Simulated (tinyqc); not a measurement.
G0W0 on RHF in the sto-3g basis, for HF, spin multiplicity 1, step by step. Computed by tinyqc, a small Python program that keeps every step (integrals from PySCF). Settings: charge = 0, multiplicity = 1, basis = sto-3g, method = RHF, energy threshold = 1e-10, iteration cap = 72, orthogonalisation = symmetric, start = core, DIIS depth = 6. Command: `OMP_NUM_THREADS=1 python tinyqc.py 21849 21850 out.jsonl` (the two numbers bound the seeds that draw the settings). One thread of a shared host (Intel(R) Xeon(R) Processor @ 2.60GHz), about 0.07 s of CPU time with the checks. Later iterations appear only in the table of the cycle.

## One-electron integrals

Geometry (angstrom):
```
atom         x         y         z
F     0.000000  0.000000  0.000000
H     0.000000  0.000000  1.193000
```

Basis sto-3g: exponents (1/bohr^2) and contraction coefficients of normalised primitives:
```
element  l (shell)    exponent  coefficient
F            s (1)  166.679130     0.154329
F            s (1)   30.360812     0.535328
F            s (1)    8.216821     0.444635
F            s (2)    6.464803    -0.099967
F            s (2)    1.502281     0.399513
F            s (2)    0.488588     0.700115
F            p (3)    6.464803     0.155916
F            p (3)    1.502281     0.607684
F            p (3)    0.488588     0.391957
H            s (1)    3.425251     0.154329
H            s (1)    0.623914     0.535328
H            s (1)    0.168855     0.444635
```

Overlap, kinetic and nuclear-attraction integrals over the contracted functions; the nuclear repulsion is the sum of Za Zb / Rab.

nuclear repulsion = 3.99211643 hartree

overlap S:
```
           1F 1s     1F 2s    1F 2px    1F 2py    1F 2pz     2H 1s
1F 1s   1.000000  0.237990  0.000000  0.000000  0.000000  0.025593
1F 2s   0.237990  1.000000  0.000000  0.000000  0.000000  0.286850
1F 2px  0.000000  0.000000  1.000000  0.000000  0.000000  0.000000
1F 2py  0.000000  0.000000  0.000000  1.000000  0.000000  0.000000
1F 2pz  0.000000  0.000000  0.000000  0.000000  1.000000  0.248748
2H 1s   0.025593  0.286850  0.000000  0.000000  0.248748  1.000000
```

kinetic energy T (hartree):
```
            1F 1s      1F 2s    1F 2px    1F 2py    1F 2pz      2H 1s
1F 1s   36.984577  -0.212858  0.000000  0.000000  0.000000  -0.007632
1F 2s   -0.212858   1.037995  0.000000  0.000000  0.000000   0.025397
1F 2px   0.000000   0.000000  3.248015  0.000000  0.000000   0.000000
1F 2py   0.000000   0.000000  0.000000  3.248015  0.000000   0.000000
1F 2pz   0.000000   0.000000  0.000000  0.000000  3.248015   0.105560
2H 1s   -0.007632   0.025397  0.000000  0.000000  0.105560   0.760032
```

nuclear attraction V (hartree):
```
             1F 1s       1F 2s      1F 2px      1F 2py      1F 2pz      2H 1s
1F 1s   -77.453148   -9.282374    0.000000    0.000000   -0.008896  -1.022404
1F 2s    -9.282374  -11.984410    0.000000    0.000000   -0.110564  -2.470427
1F 2px    0.000000    0.000000  -11.872208    0.000000    0.000000   0.000000
1F 2py    0.000000    0.000000    0.000000  -11.872208    0.000000   0.000000
1F 2pz   -0.008896   -0.110564    0.000000    0.000000  -11.931154  -1.846648
2H 1s    -1.022404   -2.470427    0.000000    0.000000   -1.846648  -5.161489
```

core Hamiltonian H = T + V (hartree):
```
             1F 1s       1F 2s     1F 2px     1F 2py     1F 2pz      2H 1s
1F 1s   -40.468571   -9.495231   0.000000   0.000000  -0.008896  -1.030036
1F 2s    -9.495231  -10.946415   0.000000   0.000000  -0.110564  -2.445030
1F 2px    0.000000    0.000000  -8.624193   0.000000   0.000000   0.000000
1F 2py    0.000000    0.000000   0.000000  -8.624193   0.000000   0.000000
1F 2pz   -0.008896   -0.110564   0.000000   0.000000  -8.683139  -1.741089
2H 1s    -1.030036   -2.445030   0.000000   0.000000  -1.741089  -4.401457
```

## Two-electron integrals

Functions are numbered as in S; the eight-fold symmetry (ij|kl) = (ji|kl) = (kl|ij) leaves the list below.

Two-electron integrals (ij|kl) in chemists' order, unique and non-zero (hartree):
```
(11|11) 5.403501   (21|11) 0.841920   (21|21) 0.156299   (22|11) 1.268028
(22|21) 0.292344   (22|22) 0.926167   (31|31) 0.027998   (32|31) 0.043169
(32|32) 0.204588   (33|11) 1.264502   (33|21) 0.292403   (33|22) 0.925959
(33|33) 0.997514   (41|41) 0.027998   (42|41) 0.043169   (42|42) 0.204588
(43|43) 0.053770   (44|11) 1.264502   (44|21) 0.292403   (44|22) 0.925959
(44|33) 0.889973   (44|44) 0.997514   (51|51) 0.027998   (52|51) 0.043169
(52|52) 0.204588   (53|53) 0.053770   (54|54) 0.053770   (55|11) 1.264502
(55|21) 0.292403   (55|22) 0.925959   (55|33) 0.889973   (55|44) 0.889973
(55|55) 0.997514   (61|11) 0.091624   (61|21) 0.016879   (61|22) 0.031414
(61|33) 0.031367   (61|44) 0.031367   (61|51) 0.000676   (61|52) 0.001277
(61|55) 0.031515   (61|61) 0.001841   (62|11) 0.250790   (62|21) 0.058677
(62|22) 0.209683   (62|33) 0.206526   (62|44) 0.206526   (62|51) 0.003983
(62|52) 0.032156   (62|55) 0.215789   (62|61) 0.006437   (62|62) 0.060294
(63|31) 0.005913   (63|32) 0.035911   (63|53) 0.006626   (63|63) 0.008620
(64|41) 0.005913   (64|42) 0.035911   (64|54) 0.006626   (64|64) 0.008620
(65|11) 0.178491   (65|21) 0.042272   (65|22) 0.161751   (65|33) 0.155020
(65|44) 0.155020   (65|51) 0.008408   (65|52) 0.059207   (65|55) 0.175026
(65|61) 0.004813   (65|62) 0.057186   (65|65) 0.062518   (66|11) 0.437022
(66|21) 0.103893   (66|22) 0.429272   (66|33) 0.415824   (66|44) 0.415824
(66|51) 0.008095   (66|52) 0.093544   (66|55) 0.455767   (66|61) 0.011445
(66|62) 0.164722   (66|65) 0.182245   (66|66) 0.774606
```

## Orthogonalisation

S = U s U^T; symmetric (Loewdin) form X = U s^(-1/2) U^T, so that X^T S X = 1.

eigenvalues of S: 0.584357  0.849947  1.000000  1.000000  1.128538  1.437159

X:
```
            1F 1s      1F 2s    1F 2px    1F 2py     1F 2pz      2H 1s
1F 1s    1.022702  -0.127553  0.000000  0.000000  -0.003493   0.015306
1F 2s   -0.127553   1.058520  0.000000  0.000000   0.030748  -0.161520
1F 2px   0.000000   0.000000  1.000000  0.000000   0.000000   0.000000
1F 2py   0.000000   0.000000  0.000000  1.000000   0.000000   0.000000
1F 2pz  -0.003493   0.030748  0.000000  0.000000   1.026006  -0.137167
2H 1s    0.015306  -0.161520  0.000000  0.000000  -0.137167   1.061105
```

## Starting guess

The start is the orbitals of the core Hamiltonian; D = 2 C_occ C_occ^T.

D at the start:
```
            1F 1s      1F 2s    1F 2px    1F 2py     1F 2pz      2H 1s
1F 1s    2.123451  -0.523823  0.000000  0.000000  -0.017573   0.048771
1F 2s   -0.523823   2.221663  0.000000  0.000000   0.097599  -0.203573
1F 2px   0.000000   0.000000  2.000000  0.000000   0.000000   0.000000
1F 2py   0.000000   0.000000  0.000000  2.000000   0.000000   0.000000
1F 2pz  -0.017573   0.097599  0.000000  0.000000   2.090662  -0.229322
2H 1s    0.048771  -0.203573  0.000000  0.000000  -0.229322   0.041933
```

## Iteration 1: building the Fock matrix

J_ij = sum D_kl (ij|kl), K_ij = sum D_kl (ik|jl); F = H + J - 0.5 K; E = tr D H + tr D J / 2 - 0.25 tr D K + E_nn.

Coulomb J (hartree):
```
            1F 1s     1F 2s    1F 2px    1F 2py    1F 2pz     2H 1s
1F 1s   20.954116  4.017173  0.000000  0.000000  0.002370  0.434078
1F 2s    4.017173  9.945165  0.000000  0.000000  0.002218  2.177053
1F 2px   0.000000  0.000000  9.936860  0.000000  0.000000  0.000000
1F 2py   0.000000  0.000000  0.000000  9.936860  0.000000  0.000000
1F 2pz   0.002370  0.002218  0.000000  0.000000  9.935352  1.647507
2H 1s    0.434078  2.177053  0.000000  0.000000  1.647507  4.289923
```

exchange K (hartree):
```
            1F 1s     1F 2s    1F 2px    1F 2py    1F 2pz     2H 1s
1F 1s   11.111636  1.947874  0.000000  0.000000  0.000958  0.223766
1F 2s    1.947874  3.237458  0.000000  0.000000  0.006560  0.618143
1F 2px   0.000000  0.000000  2.667012  0.000000  0.000000  0.000000
1F 2py   0.000000  0.000000  0.000000  2.667012  0.000000  0.000000
1F 2pz   0.000958  0.006560  0.000000  0.000000  2.668357  0.347417
2H 1s    0.223766  0.618143  0.000000  0.000000  0.347417  0.190241
```

Fock matrix F (hartree):
```
             1F 1s      1F 2s     1F 2px     1F 2py     1F 2pz      2H 1s
1F 1s   -25.070273  -6.451995   0.000000   0.000000  -0.007005  -0.707841
1F 2s    -6.451995  -2.619979   0.000000   0.000000  -0.111627  -0.577048
1F 2px    0.000000   0.000000  -0.020839   0.000000   0.000000   0.000000
1F 2py    0.000000   0.000000   0.000000  -0.020839   0.000000   0.000000
1F 2pz   -0.007005  -0.111627   0.000000   0.000000  -0.081966  -0.267291
2H 1s    -0.707841  -0.577048   0.000000   0.000000  -0.267291  -0.206655
```

total energy of this density = -97.88810727 hartree

## Iteration 1: diagonalisation and new density

Diagonalise F' = X^T F X, C = X C', fill 5 alpha and 5 beta electrons from the bottom; D = 2 C_occ C_occ^T. Each column has its largest component positive (the first on a tie).

F' = X^T F X (hartree):
```
            1          2          3          4          5          6
1  -24.600800  -3.367524   0.000000   0.000000  -0.013294  -0.059682
2   -3.367524  -1.443093   0.000000   0.000000  -0.055579  -0.268453
3    0.000000   0.000000  -0.020839   0.000000   0.000000   0.000000
4    0.000000   0.000000   0.000000  -0.020839   0.000000   0.000000
5   -0.013294  -0.055579   0.000000   0.000000  -0.019139  -0.255385
6   -0.059682  -0.268453   0.000000   0.000000  -0.255385  -0.028848
```

orbital energies (hartree): MO1 -25.080950, MO2 -1.043095, MO3 -0.217470, MO4 -0.020839, MO5 -0.020839, MO6 0.249636

coefficients C:
```
              MO1        MO2        MO3        MO4       MO5        MO6
1F 1s    0.994526  -0.255837   0.076459   0.000000  0.000000   0.045351
1F 2s    0.022464   0.977828  -0.364151   0.000000  0.000000  -0.272967
1F 2px   0.000000   0.000000   0.000000  -0.199977  0.979801   0.000000
1F 2py   0.000000   0.000000   0.000000   0.979801  0.199977   0.000000
1F 2pz   0.001248   0.112658   0.657985   0.000000  0.000000  -0.791722
2H 1s   -0.003639   0.117517   0.606360   0.000000  0.000000   0.888587
```

D after iteration 1:
```
            1F 1s      1F 2s    1F 2px    1F 2py     1F 2pz      2H 1s
1F 1s    2.120759  -0.511331  0.000000  0.000000   0.045456   0.025354
1F 2s   -0.511331   2.178515  0.000000  0.000000  -0.258835  -0.211955
1F 2px   0.000000   0.000000  2.000000  0.000000   0.000000   0.000000
1F 2py   0.000000   0.000000  0.000000  2.000000   0.000000   0.000000
1F 2pz   0.045456  -0.258835  0.000000  0.000000   0.891274   0.824420
2H 1s    0.025354  -0.211955  0.000000  0.000000   0.824420   0.762991
```

Within a degenerate level the vectors are fixed only up to a rotation; this is one choice.

## Iteration 7 (converged): orbitals

converged F (hartree):
```
             1F 1s      1F 2s     1F 2px     1F 2py     1F 2pz      2H 1s
1F 1s   -25.914105  -6.625047   0.000000   0.000000  -0.016278  -0.726956
1F 2s    -6.625047  -3.019252   0.000000   0.000000  -0.030325  -0.700064
1F 2px    0.000000   0.000000  -0.462780   0.000000   0.000000   0.000000
1F 2py    0.000000   0.000000   0.000000  -0.462780   0.000000   0.000000
1F 2pz   -0.016278  -0.030325   0.000000   0.000000  -0.231182  -0.448720
2H 1s    -0.726956  -0.700064   0.000000   0.000000  -0.448720  -0.319365
```

As before.

F' = X^T F X (hartree):
```
            1          2          3          4          5          6
1  -25.444715  -3.395833   0.000000   0.000000  -0.036304  -0.054066
2   -3.395833  -1.812100   0.000000   0.000000   0.063712  -0.346024
3    0.000000   0.000000  -0.462780   0.000000   0.000000   0.000000
4    0.000000   0.000000   0.000000  -0.462780   0.000000   0.000000
5   -0.036304   0.063712   0.000000   0.000000  -0.121407  -0.437661
6   -0.054066  -0.346024   0.000000   0.000000  -0.437661  -0.070319
```

orbital energies (hartree): MO1 -25.923425, MO2 -1.418513, MO3 -0.499180, MO4 -0.462780, MO5 -0.462780, MO6 0.392578

coefficients C:
```
              MO1        MO2        MO3        MO4       MO5        MO6
1F 1s    0.994953  -0.257490   0.054443   0.000000  0.000000   0.056924
1F 2s    0.020770   0.991520  -0.279108   0.000000  0.000000  -0.319881
1F 2px   0.000000   0.000000   0.000000   0.994090  0.108557   0.000000
1F 2py   0.000000   0.000000   0.000000  -0.108557  0.994090   0.000000
1F 2pz   0.001433   0.030296   0.685784   0.000000  0.000000  -0.775398
2H 1s   -0.003333   0.105305   0.589637   0.000000  0.000000   0.901283
```

D after iteration 7:
```
            1F 1s      1F 2s    1F 2px    1F 2py     1F 2pz      2H 1s
1F 1s    2.118392  -0.499672  0.000000  0.000000   0.061923   0.003341
1F 2s   -0.499672   2.122889  0.000000  0.000000  -0.322677  -0.120458
1F 2px   0.000000   0.000000  2.000000  0.000000   0.000000   0.000000
1F 2py   0.000000   0.000000  0.000000  2.000000   0.000000   0.000000
1F 2pz   0.061923  -0.322677  0.000000  0.000000   0.942439   0.815098
2H 1s    0.003341  -0.120458  0.000000  0.000000   0.815098   0.717543
```

Within a degenerate level the vectors are fixed only up to a rotation; this is one choice.

## Convergence

Stop when the energy changes by less than 1e-10 hartree and every element of the error matrix X^T (F D S - S D F) X is below 3e-06.

Course of the cycle:
```
iteration   E (hartree)     change  largest element of the error matrix
1          -97.88810727          -                             5.01e-01
2          -98.51976499  -6.32e-01                             8.53e-02
3          -98.52510354  -5.34e-03                             1.84e-02
4          -98.52532942  -2.26e-04                             5.25e-04
5          -98.52532958  -1.58e-07                             5.16e-05
6          -98.52532958  -2.22e-09                             2.00e-07
7          -98.52532958   2.84e-14                             3.03e-09
```

PySCF RHF in the same basis = -98.52532958 hartree

Converged in 7 iterations.

## Populations, bond orders and dipole

Mulliken: Z minus the diagonal of D S on the atom; Loewdin: the same with S^(1/2) D S^(1/2); Mayer order: 2 sum_s sum (D(s) S)_ij (D(s) S)_ji over the two atoms.

Charges (e):
```
atom   Mulliken    Loewdin
1F    -0.114171  -0.093010
2H     0.114171   0.093010
```

Mayer bond orders:
```
pair     order
2-1   0.986965
```

dipole moment about the origin, x y z (debye): 0.000000  0.000000  1.059338

## Integrals over molecular orbitals

(pq|rs) = sum C_ip C_jq C_kr C_ls (ij|kl), one index at a time.

one-electron integrals over orbitals h = C^T H C (hartree):
```
            1          2          3          4          5          6
1  -40.451171   0.720315  -0.143878   0.000000   0.000000  -0.155532
2    0.720315  -9.125388   0.511331   0.000000   0.000000   0.842414
3   -0.143878   0.511331  -6.925822   0.000000   0.000000   2.203092
4    0.000000   0.000000   0.000000  -8.624193   0.000000   0.000000
5    0.000000   0.000000   0.000000   0.000000  -8.624193   0.000000
6   -0.155532   0.842414   2.203092   0.000000   0.000000  -6.017836
```

Two-electron integrals over orbitals (pq|rs), unique and non-zero (hartree):
```
(11|11) 5.364217    (21|11) -0.519792   (21|21) 0.079420    (22|11) 1.228744
(22|21) -0.022399   (22|22) 0.869385    (31|11) 0.109082    (31|21) -0.016013
(31|22) 0.007364    (31|31) 0.018025    (32|11) -0.125125   (32|21) 0.005560
(32|22) -0.043913   (32|31) 0.020602    (32|32) 0.139213    (33|11) 0.903241
(33|21) -0.008773   (33|22) 0.702233    (33|31) -0.002497   (33|32) -0.018427
(33|33) 0.688656    (41|41) 0.029544    (42|41) 0.039980    (42|42) 0.188312
(43|41) -0.007641   (43|42) -0.030252   (43|43) 0.036912    (44|11) 1.264023
(44|21) -0.015004   (44|22) 0.892698    (44|31) 0.003210    (44|32) -0.068814
(44|33) 0.689525    (44|44) 0.997514    (51|51) 0.029544    (52|51) 0.039980
(52|52) 0.188312    (53|51) -0.007641   (53|52) -0.030252   (53|53) 0.036912
(54|54) 0.053770    (55|11) 1.264023    (55|21) -0.015004   (55|22) 0.892698
(55|31) 0.003210    (55|32) -0.068814   (55|33) 0.689525    (55|44) 0.889973
(55|55) 0.997514    (61|11) 0.114997    (61|21) -0.018424   (61|22) 0.002526
(61|31) -0.011842   (61|32) -0.023565   (61|33) 0.006524    (61|44) 0.003319
(61|55) 0.003319    (61|61) 0.020644    (62|11) -0.167372   (62|21) 0.004313
(62|22) -0.092302   (62|31) -0.019964   (62|32) -0.072810   (62|33) -0.023543
(62|44) -0.090986   (62|55) -0.090986   (62|61) 0.018561    (62|62) 0.091816
(63|11) -0.412117   (63|21) 0.006943    (63|22) -0.226769   (63|31) 0.001550
(63|32) 0.083894    (63|33) -0.097515   (63|44) -0.238789   (63|55) -0.238789
(63|61) -0.005096   (63|62) 0.039941    (63|63) 0.223727    (64|41) -0.007510
(64|42) -0.030567   (64|43) -0.021349   (64|64) 0.029422    (65|51) -0.007510
(65|52) -0.030567   (65|53) -0.021349   (65|65) 0.029422    (66|11) 0.846909
(66|21) -0.009017   (66|22) 0.645613    (66|31) 0.010997    (66|32) 0.049565
(66|33) 0.653151    (66|44) 0.628525    (66|55) 0.628525    (66|61) -0.007676
(66|62) -0.056003   (66|63) -0.024313   (66|66) 0.681908
```

## Screening: direct RPA

With D = e_a - e_i and K = (ia|jb): diagonalise D^(1/2) (D + 4K) D^(1/2) = Z w^2 Z^T; X + Y = D^(1/2) Z w^(-1/2), each column of Z with its largest component positive (the first on a tie); E_c = (sum w - tr (D + 2K)) / 2.

D^(1/2) (D + 4K) D^(1/2) (hartree^2):
```
            1>6       2>6        3>6       4>6       5>6
1>6  694.705075  0.512569  -0.098746  0.000000  0.000000
2>6    0.512569  3.945201   0.203036  0.000000  0.000000
3>6   -0.098746  0.203036   1.593276  0.000000  0.000000
4>6    0.000000  0.000000   0.000000  0.832303  0.000000
5>6    0.000000  0.000000   0.000000  0.000000  0.832303
```

excitation energies w (hartree): 0.912306  0.912306  1.255328  1.990536  26.357266

X + Y:
```
            1          2          3          4          5
1>6  0.000000   0.000000   0.000939  -0.002644   0.999217
2>6  0.000000   0.000000  -0.102605   0.950374   0.000195
3>6  0.000000   0.000000   0.839759   0.057176  -0.000026
4>6  0.017136   0.968134   0.000000   0.000000   0.000000
5>6  0.968134  -0.017136   0.000000   0.000000   0.000000
```

RPA correlation energy = -0.04594444 hartree

Within a degenerate level the vectors are fixed only up to a rotation; this is one choice.

## G0W0 on Hartree-Fock: HOMO

W(p,q,m) = sqrt2 sum_ia (pq|ia) (X+Y)_ia,m; Sigma_c(x) = sum_(i,m) W^2/(x - e_i + w_m) + sum_(a,m) W^2/(x - e_a - w_m); solve x = e_p + Sigma_c(x) by Newton steps; Z = 1/(1 - dSigma/dx); 1 hartree = 27.211386 eV.

The 12 largest terms at x = e_p (hartree; W for the signs of X + Y given):
```
q  m          W       term
5  3  -0.270379   0.058235
5  4  -0.141609   0.010074
2  1  -0.041850   0.000938
6  1   0.040283  -0.000918
3  1  -0.029230   0.000901
1  1  -0.010282   4.01e-06
5  5   0.004675   8.29e-07
2  2   0.000741   2.94e-07
6  2  -0.000713  -2.88e-07
3  2   0.000517   2.82e-07
1  2   0.000182   1.26e-09
```

Newton steps (hartree):
```
step          x  Sigma_c(x)         Z
0     -0.462780    0.069235  0.949286
1     -0.397056    0.065890  0.953751
2     -0.396897    0.065882  0.953761
3     -0.396897    0.065882  0.953761
```

quasiparticle energy of the HOMO = -10.800129 eV

Hartree-Fock value = -12.592879 eV

## G0W0 on Hartree-Fock: LUMO

As before.

The 12 largest terms at x = e_p (hartree; W for the signs of X + Y given):
```
q  m          W       term
3  3   0.259896   0.031459
2  4   0.126564   0.004214
6  4  -0.077207  -0.002995
3  4   0.071792   0.001788
4  2   0.040283   0.000918
5  1   0.040283   0.000918
2  3   0.034135   0.000380
6  3  -0.020758  -0.000343
2  5   0.026253   0.000024
1  4   0.024458   0.000021
1  5   0.029177   0.000016
6  5  -0.010861  -4.48e-06
```

Newton steps (hartree):
```
step         x  Sigma_c(x)         Z
0     0.392578    0.036402  0.981042
1     0.428290    0.035720  0.981508
2     0.428298    0.035720  0.981508
```

quasiparticle energy of the LUMO = 11.654588 eV

Hartree-Fock value = 10.682592 eV
